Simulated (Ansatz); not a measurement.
A made-up structure of CH6BSi (charge +1), singlet:

```xyz
9
angstrom
B -1.2557 0.8525 -0.5981
C 0.1588 0.6867 -0.5218
Si 0.5033 -0.8951 0.6565
H -2.4291 0.9219 -0.6111
H -0.9883 0.7805 0.5180
H 0.6686 1.5370 -0.0470
H 1.9769 -0.9512 0.6473
H -0.1542 -2.0410 -0.0008
H -0.0855 -0.5597 1.9674
```

It is relaxed with PBE-D4/def2-SVP and then PBE0-D4/def2-TZVP (Ansatz 0.2.0). Atoms count as bonded within 1.22 times the sum of their covalent radii (H–H: 0.88 Å). The end point is not checked to be a true minimum.

(1) Does its bonding change? (A judgement: the text doesn't fix the answer.)

Answers

(1) By the calculation: Yes. Formed: C2–H5; broken: B1–H5.

Where it ends: The first stage lowers the energy by 2.25 eV in 25 steps. It ends as CH₆BSi ([BH][CH2][SiH3]), total charge +1:
```xyz
9
angstrom
B -1.4947 0.7521 -0.4217
C -0.1404 0.8858 0.0050
Si 0.4381 -0.9037 0.6925
H -2.6067 0.5607 -0.7519
H -0.0156 1.5885 0.8410
H 0.5460 1.1316 -0.8180
H 1.8348 -0.6308 1.0805
H 0.2927 -1.8396 -0.4394
H -0.4593 -1.2129 1.8225
```

Labels in which every atom is bracketed show which atoms are joined, not bond orders.

For scale, one of the runs: PBE0-D4/def2-TZVP relaxation, 135 basis functions, launched by `ansatz run in.yaml --threads 2 --pin off --events-out ev --progress --plain --max-ram 4352MiB`. The run took about 23 s on 2 CPU threads of an Arm Neoverse V2 (shared host).
